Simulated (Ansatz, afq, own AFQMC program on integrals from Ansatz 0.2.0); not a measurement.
Integrals from Ansatz 0.2.0, then the random walk in our own AFQMC program (afq).

```yaml
crystal:
  periodic: [false, false, false]
  atoms:
    - {symbol: O, position_ang: [0.000000, 0.001941, 0.558999]}
    - {symbol: C, position_ang: [0.000000, 0.008548, -0.515981]}
    - {symbol: H, position_ang: [0.868643, -0.570312, -0.876659]}
    - {symbol: H, position_ang: [0.000000, 1.007955, -0.971402]}
    - {symbol: H, position_ang: [-0.868643, -0.570312, -0.876659]}
basis:
  gaussian: {orbitals: cc-pVDZ}
magnetization: {spin_polarized: true, initial_magnetization: 1}
correlation: {method: ccsd_t, electrons: outside_noble_gas, hamiltonian_folder: ham}
```

```sh
$ ansatz run in.yaml --threads 1 --pin off --events-out ev --progress --plain --max-ram 1382MiB
```

afq runs on the folder ham with

```
--method free --trial cisd --walkers 60 --time-step 0.03 --max-blocks 80 --target-error 0.00043 --factor-cut 1e-05 --seed 2851 --times 0,0.21,0.42,0.81,1.2,1.8,2.4,3 --taylor-order 8
```

Times are imaginary, in 1/Eh. The walk had a cap of 1976 s.

Log:

```
orbitals 41  electrons 7 6  factors 332 of 386
reference energy -114.30944884 Eh
CCSD correlation -0.31962584 Eh in 12 cycles, weight of the determinant in the CISD state 0.8994
repeat  energy at the last time / Eh  error
    10  -114.636082  0.002124
    20  -114.637170  0.001464
    30  -114.637671  0.001296
    40  -114.636659  0.001088
    50  -114.636397  0.000896
    60  -114.636184  0.000793
    70  -114.636372  0.000716
    80  -114.636956  0.000733
time / (1/Eh)  energy / Eh  error  mean overlap
  0.00  -114.629154  0.000274  1.1117
  0.21  -114.633676  0.000246  1.1130
  0.42  -114.635367  0.000280  1.1127
  0.81  -114.636933  0.000338  1.1156
  1.20  -114.637048  0.000415  1.1122
  1.80  -114.637338  0.000478  1.1391
  2.40  -114.637918  0.000629  1.1181
  3.00  -114.636956  0.000733  1.1426
energy -114.636956 +/- 0.000733 Eh
```

The run passed its tests (error under three times the target), which doesn't prove that it has relaxed.

Against this walk (error 20.0 meV) on the same determinant: CCSD(T) 27.0 meV higher (within the noise), the released energy of a separate walk with a CISD trial 10.2 ± 28.9 meV higher (within the noise). The error is statistical, and a free projection of finite length keeps a remainder of its start. The last points scatter (meV from the last: 1 ± 9 at 0.81, -3 ± 11 at 1.20, -10 ± 13 at 1.80, -26 ± 17 at 2.40, 0 ± 20 at 3.00); the last is the one printed as the energy, and the gaps above move with that scatter.

Cautions: remainder of the start not in the error; error above the target (20.0 against 11.7 meV).

The walk took 8.7 min on 1 thread of Intel(R) Xeon(R) Platinum 8488C (Sapphire Rapids), with other jobs on the host. The log's last line is the free-projection energy.

A walk keeps the symmetry of its determinant, which the program's search chose and which needn't be the lowest solution, so a lower state of the same spin and another symmetry isn't excluded.
